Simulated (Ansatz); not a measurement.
**NaC+ (triplet): wave-function methods side by side, def2-QZVPP**

One table from this session's results is given with a row withheld; the runs are named, their logs left out.

Computed with Ansatz 0.2.0, Gaussian basis. Level: def2-QZVPP, core rule «outside noble gas», up to 6 orbitals frozen.

Plan: UHF; ROHF; CCSD(T) on UHF.

2 further runs of the same task are left out: 2 set aside as unsound or not needed.

## What is computed

The geometry is a PBE0/def2-TZVP stationary point (not a proven minimum) of the parent state, kept for this charge and spin.

2 atoms, charge 1, spin multiplicity 3.

Atoms are counted from 1 here; the program's logs count them from 0.

Bond lengths: C1–Na2 2.281 Å.

Set-up of the first run:

The input, in.yaml:

```yaml
crystal:
  periodic: [false, false, false]
  atoms:
    - {symbol: C, position_ang: [0.000000, 0.000000, 0.000000]}
    - {symbol: Na, position_ang: [0.000000, 0.000000, 2.280800]}
basis:
  gaussian: {orbitals: "def2-QZVPP.json"}
total_charge: 1
magnetization: {spin_polarized: true, initial_magnetization: 2}
hamiltonian: {xc: hf}
output: {orbitals: {seedname: orbitals}}
```

Launch:

```bash
$ ansatz run in.yaml --threads 1 --pin off --events-out ev --progress --plain --max-ram 2393MiB
```

Steps of the session up to this table: UHF; ROHF; CCSD(T) on UHF.

One of the session's tables, all rows but one given; the rest of the session is left out.

It belongs to the step «Misses and costs». 

| method | from UCCSD(T) (kcal/mol) |
| --- | --- |
| ROHF | +60.43 |
| UHF | +57.46 |
| UMP2 | ? |
| UCCSD | +1.43 |
| UCCSD(T) | 0 |

Estimate the missing values for UMP2.

The run gave: from UCCSD(T) (kcal/mol): +13.10. In the column «from UCCSD(T) (kcal/mol)» it lies between UCCSD (+1.43) and UHF (+57.46).
